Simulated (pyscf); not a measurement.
## 1,1-elimination: HO–SiH(OH)–OH (SMILES O[SiH](O)O) -> H₂O (SMILES O) + HO–Si:–OH (SMILES O[Si]O) [singlet]

Gas phase, singlet surface, charge 0. Bonds broken: O1–Si2, Si2–H6. Bonds formed: O1–H6. Structures and frequencies: ωB97X-D3(BJ)/def2-SVP in PySCF. MP2 and CC: frozen core, UHF for open shells. ΔMP2 is the change of the MP2 total energy from the triple- to the quadruple-zeta basis.

Transition state (Å):

```xyz
8

O      1.2844    -0.0236    -0.2354
Si     0.3181    -0.5133     1.3122
O     -0.6475     0.7903     1.7016
O     -0.7714    -1.6162     0.7033
H      1.1474    -0.6701    -0.9506
H      1.8441    -0.5937     0.7843
H     -0.2193     1.5013     2.1899
H     -1.6642    -1.2658     0.5861
```

One imaginary mode, 1556i cm⁻¹; descent along it reached the two sides named, in the forms told below.

```csv
bond,change,reactant side (Å),saddle,product side
O1–Si2,breaks,1.663,1.889,2.330
Si2–H6,breaks,1.479,1.617,2.8
O1–H6,forms,2.588,1.295,0.968
```

Electronic energies relative to the reactant's lowest minimum found (eV):

```json
[
 {"level": "ωB97X-D3(BJ)/def2-TZVP", "barrier": "3.65", "reaction energy": "+2.72", "reverse barrier": "0.93"},
 {"level": "PBE/def2-TZVP", "barrier": "3.04", "reaction energy": "+2.38", "reverse barrier": "0.66"},
 {"level": "r²SCAN/def2-TZVP", "barrier": "3.38", "reaction energy": "+2.76", "reverse barrier": "0.62"},
 {"level": "B3LYP-D3(BJ)/def2-TZVP", "barrier": "3.45", "reaction energy": "+2.54", "reverse barrier": "0.92"},
 {"level": "PBE0-D3(BJ)/def2-TZVP", "barrier": "3.42", "reaction energy": "+2.63", "reverse barrier": "0.79"},
 {"level": "M06-2X/def2-TZVP", "barrier": "3.64", "reaction energy": "+2.70", "reverse barrier": "0.94"},
 {"level": "ωB97M-D3(BJ)/def2-TZVP", "barrier": "3.53", "reaction energy": "+2.51", "reverse barrier": "1.01"},
 {"level": "HF/def2-TZVP", "barrier": "4.49", "reaction energy": "+2.79", "reverse barrier": "1.70"},
 {"level": "MP2/def2-QZVPP", "barrier": "3.62", "reaction energy": "+2.70", "reverse barrier": "0.92"},
 {"level": "CCSD/def2-TZVPP", "barrier": "3.77", "reaction energy": "+2.58", "reverse barrier": "1.19"},
 {"level": "CCSD(T)/def2-TZVPP", "barrier": "3.61", "reaction energy": "+2.55", "reverse barrier": "1.06"},
 {"level": "CCSD(T)/def2-TZVPP + ΔMP2(QZVPP)", "barrier": "3.60", "reaction energy": "+2.56", "reverse barrier": "1.04"}
]
```

With CCSD(T)/def2-TZVPP + ΔMP2(QZVPP) energies and thermal terms (ideal gas, 1 atm, RRHO with modes under 100 cm⁻¹ raised to 100, one conformer, R ln 2 for chiral ones without a mode under 150 cm⁻¹), in eV:

```tsv
T (K)	ΔH‡	ΔG‡	ΔH	ΔG
298	3.50	3.50	+2.56	+2.13
600	3.49	3.51	+2.53	+1.70
900	3.47	3.53	+2.48	+1.29
1200	3.45	3.55	+2.43	+0.90
```

On the product side the descent ends in a complex, 0.26 eV under the separated species and 1.19 eV under the saddle at ωB97X-D3(BJ)/def2-TZVP. The same reactants have a lower exit, to O=Si(OH)–OH + H₂ (barrier +2.60 eV at ωB97M-D3(BJ), against +3.53 eV here). This is the saddle that the search found; another between the same sides may lie lower. The CCSD(T) − MP2 part came from Ansatz, without density fitting, on the same reference.
